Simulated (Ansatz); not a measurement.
**C2H4S (thiirane): entropy by statistical mechanics**

A singlet with charge 0, relaxed at PBE0-D4/def2-TZVP (Ansatz 0.2.0):

```xyz
7

C    -0.5158    0.1235   -0.5202
C     0.6008   -0.0361    0.4355
S    -0.8981   -0.9236    0.8951
H    -0.4487   -0.3884   -1.4733
H    -1.0320    1.0762   -0.5473
H     0.8553    0.8065    1.0681
H     1.4386   -0.6581    0.1421
```

Harmonic wavenumbers in cm⁻¹: 667, 717, 835, 902, 963, 1043, 1075, 1159, 1190, 1464, 1490, 3140, 3141, 3222, 3236.

Masses in u: C 12.011, S 32.06, H 1.008. Take T = 298.15 K, p = 1 bar, R = 8.3145 J/(mol K), kT/hc = 207.22 cm⁻¹, rigid rotor and harmonic oscillator.

Work out S° at 298 K.


1. Translation (Sackur–Tetrode): S = R[3/2 ln M + 5/2 ln T − 1.1517] with M = 60.114 gives 159.9 J/(mol K).
2. Rotation: principal moments 22.789, 46.036, 62.086 u Å² give A, B, C = 0.7397, 0.3662, 0.2715 cm⁻¹; the symmetry number is σ = 2; q = (√π/σ)√((kT/hc)³/ABC) = 9748; S = R(ln q + 3/2) = 88.8.
3. Vibration: with u = ν̃/207.22, each mode gives R[u/(eᵘ − 1) − ln(1 − e⁻ᵘ)]; the sum is 5.6, most from 667 cm⁻¹ (1.5), 717 cm⁻¹ (1.2), 835 cm⁻¹ (0.8).
4. Electronic: R ln 1 = 0.0, from the spin multiplicity alone.
5. Sum: 159.9 + 88.8 + 5.6 + 0.0 = 254.3 J/(mol K).

The tabulated value is 255.2 J/(mol K) (CRC Handbook of Chemistry and Physics): the model is off by -0.9.
